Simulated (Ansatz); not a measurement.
System: bcc Mo. Method: r²SCAN in Ansatz (PAW).

Settings: plane-wave cutoff 600 eV, 20×20×20 k mesh, Fermi–Dirac smearing 0.1 eV, finite displacements, no spin polarisation, scalar-relativistic PAW data made under PBE.

Computed at the level's own relaxed cell.

```
CELL_PARAMETERS angstrom
     -1.57550     1.57550     1.57550
      1.57550    -1.57550     1.57550
      1.57550     1.57550    -1.57550
ATOMIC_POSITIONS crystal
  Mo 0.00000 0.00000 0.00000
```

Harmonic phonon frequencies (cm⁻¹; i marks an imaginary mode):

| q point | frequencies |
|---|---|
| H | 171 171 171 |
| N | ? |

**Question.** Fill in the missing entries.

**Answer.** 
- N, frequencies: 154 202 267

No imaginary mode appears at these points.

Ansatz is a program for electronic structure.
